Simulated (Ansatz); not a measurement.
We consider solid bromine, described by PBEsol (Ansatz, a first-principles code, PAW).

Run with plane-wave cutoff 500 eV, 8×8×4 k mesh (along the axes of the cell as run), gaussian smearing 0.02 eV, scalar-relativistic PAW data made under PBE.

Computed at the level's own relaxed cell.

Question: Predict the equilibrium volume per atom, band gap, equilibrium lattice constant a, c axis length and lattice parameter b.

Answer: 
equilibrium volume per atom: 30.94 Å³/atom
band gap: 1.21 eV (on the SCF k mesh)
equilibrium lattice constant a: 7.212 Å
c axis length: 8.533 Å
lattice parameter b: 4.022 Å

Note: the cell comes from a level without a dispersion term, which matters for the spacing of layers, chains or molecules.

Spin–orbit coupling is not included.
